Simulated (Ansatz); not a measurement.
System: zinc-blende MgTe (metastable phase). Method: PBE0 (plane waves, PAW; Ansatz, a program for electronic structure).

Settings: plane-wave cutoff 460 eV, 8×8×8 k mesh, Fermi–Dirac smearing 0.01 eV, scalar-relativistic PAW data made under PBE.

Equation-of-state points:

```
V (Å³/atom)  E − E_lowest (meV/atom)  P (GPa)
-----------  -----------------------  -------
32.042                         10.54    2.117
32.886                          2.42    0.988
33.531                          0.00    0.216
34.572                          2.22   -0.880
35.415                          8.91   -1.650
```

**Question.** Estimate the bulk modulus from the pressures at 33.531 and 34.572 Å³/atom, and compare it with a fit to all energies.

**Answer.** B = −V dP/dV. Between V = 33.531 and 34.572 Å³/atom, dP/dV = (-0.880 − (0.216))/(34.572 − 33.531) = -1.05 GPa per Å³/atom; at the midpoint 34.052 Å³/atom this gives B ≈ 35.9 GPa. The third-order Birch–Murnaghan fit gives V0 = 33.727 Å³/atom, B0 = 37.3 GPa, B′ = 4.1, which lies 4 % above that estimate.

Measured, for comparison: equilibrium volume per atom 33.08 Å³/atom (room temperature, no zero-point or thermal correction, from epitaxial CdTe/MgTe superlattices; as tabulated in Lucero et al. (2012), arXiv:1111.4515). Computed (rounded) less measured: equilibrium volume per atom +2.0 %.

Spin–orbit coupling is not included.

The computed numbers hold no vibrational or temperature effects.
